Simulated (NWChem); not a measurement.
System: fluoromethane (CH3F); SMILES CF

Excerpt of the output:

```
             Northwest Computational Chemistry Package (NWChem) 7.3.0
             --------------------------------------------------------

                             Geometry "geometry" -> ""
                             -------------------------

 Output coordinates in angstroms (scale by  1.889725989 to convert to a.u.)

  No.       Tag          Charge          X              Y              Z
 ---- ---------------- ---------- -------------- -------------- --------------
    1 C                    6.0000     0.00000000     0.00000000    -0.61160400
    2 F                    9.0000     0.00000000     0.00000000     0.77092300
    3 H                    1.0000     0.73037800     0.73037800    -0.97945200
    4 H                    1.0000     0.26733700    -0.99771500    -0.97945200
    5 H                    1.0000    -0.99771500     0.26733700    -0.97945200

 Effective nuclear repulsion energy (a.u.)      37.2736461725

  pbe96 is a nonlocal functional; adding pw91lda local functional.
                              NWChem Property Module
                              ----------------------

                                 NWChem DFT Module
                                 -----------------

 Summary of "ao basis" -> "ao basis" (spherical)
 ------------------------------------------------------------------------------
       Tag                 Description            Shells   Functions and Types
 ---------------- ------------------------------  ------  ---------------------
 C                       d-aug-cc-pvdz              12       32   5s4p3d
 F                       d-aug-cc-pvdz              12       32   5s4p3d
 H                       d-aug-cc-pvdz               7       13   4s3p

            General Information
            -------------------
          SCF calculation type: DFT
          Wavefunction type:  closed shell.
          No. of atoms     :     5
          No. of electrons :    18
           Alpha electrons :     9
            Beta electrons :     9
          Charge           :     0
          Spin multiplicity:     1
          Use of symmetry is: off; symmetry adaption is: off
          Maximum number of iterations: 150
          AO basis - number of functions:   103
                     number of shells:    45
          Convergence on energy requested:  1.00D-06
          Convergence on density requested:  1.00D-05
          Convergence on gradient requested:  5.00D-04

              XC Information
              --------------
          PerdewBurkeErnzerhof Exchange Functional  1.000
            Perdew 1991 LDA Correlation Functional  1.000 local
           PerdewBurkeErnz. Correlation Functional  1.000 non-local

             Grid Information
             ----------------
          Grid used for XC integration:  medium
          Radial quadrature: Mura-Knowles
          Angular quadrature: Lebedev.
          Tag              B.-S. Rad. Rad. Pts. Rad. Cut. Ang. Pts.
          ---              ---------- --------- --------- ---------
          C                   0.70       49          19.0       434
          F                   0.50       49          17.0       434
          H                   0.35       45          21.0       434
          Grid pruning is: on
          Number of quadrature shells:   233
          Spatial weights used:  Erf1

      Superposition of Atomic Density Guess
      -------------------------------------

 Sum of atomic energies:        -138.55363945

      Non-variational initial energy
      ------------------------------

 Total energy =    -139.203108
 1-e energy   =    -264.460120
 2-e energy   =      87.983366
 HOMO         =      -0.443992
 LUMO         =       0.007087

   convergence    iter        energy       DeltaE   RMS-Dens  Diis-err
 ---------------- ----- ----------------- --------- --------- ---------
 d= 0,ls=0.0,diis     1   -139.5578871882 -1.77D+02  6.44D-02  4.46D-01
 d= 0,ls=0.0,diis     2   -139.4823032875  7.56D-02  1.13D-02  1.38D+00
 d= 0,ls=0.0,diis     3   -139.6020758516 -1.20D-01  1.44D-03  2.25D-02
 d= 0,ls=0.0,diis     4   -139.6031633872 -1.09D-03  7.18D-04  5.34D-03
 d= 0,ls=0.0,diis     5   -139.6037348203 -5.71D-04  1.85D-04  1.67D-04
  Resetting Diis
 d= 0,ls=0.0,diis     6   -139.6037569808 -2.22D-05  1.44D-04  2.52D-07
 d= 0,ls=0.0,diis     7   -139.6037569990 -1.82D-08  1.45D-05  1.67D-08
 d= 0,ls=0.0,diis     8   -139.6037569946  4.45D-09  1.74D-06  7.27D-08

         Total DFT energy =     -139.603756994588
      One electron energy =     -266.023118223977
           Coulomb energy =      105.955673131359
    Exchange-Corr. energy =      -16.809958074438
 Nuclear repulsion energy =       37.273646172468

 Numeric. integr. density =       17.999999533979

                       DFT Final Molecular Orbital Analysis
                       ------------------------------------

[...]

 DFT Linear Response polarizability / au
 Frequency  =       0.0000000 / au
              X              Y              Z
 -----------------------------------------------
 X      17.6752316      0.0000036      0.0000051
 Y       0.0000036     17.6752316      0.0000051
 Z       0.0000051      0.0000051     19.1814565
 -----------------------------------------------
 Eigenvalues =      17.6752352     17.6752280     19.1814565
 Isotropic   =      18.1773066
 Anisotropic =       1.5062249
 -----------------------------------------------

 Magnetic Dipole Response Matrix (nonzero elements):

 Exiting AOResponse driver routine
```

Level: PBE/d-aug-cc-pVDZ. The geometry was optimised at B3LYP/6-31G* (spherical d).

**Question.** Write an input that gives this output.

**Answer.** Several could match; the one computed here: the input that was run:
```
start job
memory heap 200 mb stack 900 mb global 1100 mb
geometry units angstroms noautosym nocenter noautoz
  C      0.000000     0.000000    -0.611604
  F      0.000000     0.000000     0.770923
  H      0.730378     0.730378    -0.979452
  H      0.267337    -0.997715    -0.979452
  H     -0.997715     0.267337    -0.979452
end
basis spherical
  * library d-aug-cc-pvdz
end
dft
  xc xpbe96 cpbe96
  iterations 150
end
property
  response 1 0.0
end
task dft property
```
